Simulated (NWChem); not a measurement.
# C$_{2}$H$_{3}$F; SMILES C=CF

All runs: NWChem. Pople sets run with spherical d functions. Each level has its own optimisation; frequencies are unscaled. Brackets give each atom's bonded neighbours.

For level B3LYP/6-31G*:

```yaml
highest harmonic frequency (cm⁻¹): 3286
lowest (cm⁻¹): 485
zero-point energy (kcal/mol): 27.8
```

Question: How do the values read with level BLYP/def2-SVP instead?

Answer: 
* **highest harmonic frequency (cm⁻¹)**: 3187
* **lowest (cm⁻¹)**: 472
* **zero-point energy (kcal/mol)**: 26.7
